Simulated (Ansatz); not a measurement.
Task: a relaxed scan of one distance of AlH2S2, SMILES [SH][Al][SH], with the Python package of Ansatz (0.2.0). Give the script and its output. Settings (for the species named): PBE, def2-SVP basis, multiplicity 2.

Contents of `alh2s2.xyz`:
```text
5

S    -1.62030   -0.75670   -0.79230
Al   -0.33560    0.83260    0.17390
S     1.77260    0.30690    0.69990
H    -2.04740   -1.17140    0.43900
H     2.28070    0.71510   -0.56190
```

`relaxed_scan_alh2s2.py`:
```python
# -*- coding: utf-8 -*-
"""One bond of AlH2S2 held at set lengths while the rest relaxes."""

import ansatz as az
import numpy as np

alh2s2 = az.Crystal.molecule_from_extxyz("alh2s2.xyz")

job = (
    alh2s2.calculation()
    .basis(gaussian="def2-SVP")
    .functional("pbe")
    .spin("collinear", total=1)
)
symbols = [site.symbol for site in alh2s2.cartesian_sites]
pairs = [(0, 1), (0, 3), (1, 2), (2, 4)]
print("held (A)   E (eV)        ", "  ".join(f"{symbols[i]}{i}-{symbols[j]}{j}" for i, j in pairs))
for length in [1.31, 1.42, 1.53, 1.7, 1.92]:
    r = job.relax(constraints=[az.DistanceConstraint((2, 4), at=length)], force_tolerance=0.02, max_steps=60).run().report
    xyz = np.array(r["positions_ang"])
    print(f"{length:6.2f} {r['free_energy_ev']:14.5f}  ", "  ".join(f"{np.linalg.norm(xyz[i] - xyz[j]):.3f}" for i, j in pairs))
```

```console
$ python relaxed_scan_alh2s2.py
held (A)   E (eV)         S0-Al1  S0-H3  Al1-S2  S2-H4
DeckWarning: relax.constraints: the input's atoms, or those drawn, lie off the distances that are held; a relaxation that starts there is brought onto them ahead of its first SCF, by positions alone, [...]
  1.31   -28279.51059   2.227  1.363  2.225  1.310
  1.42   -28279.52030   2.228  1.363  2.225  1.420
  1.53   -28279.29334   2.226  1.367  2.228  1.530
  1.70   -28278.73951   2.227  1.366  2.228  1.700
  1.92   -28278.44383   2.194  1.367  2.110  1.920
```
(Warnings from the package without file and line, shortened, repeats left out.)

Reading the output:
- Total energies depend on the basis set; only differences at equal settings carry meaning.
- The energies are electronic: no zero-point or thermal terms, and the basis set is short of its limit.
- The run takes the species as open-shell (spin multiplicity 2), which needn't be its ground state.
- Timing: 3 min on 1 thread of Arm Neoverse V1 (shared host), peak memory 0.21 GiB.
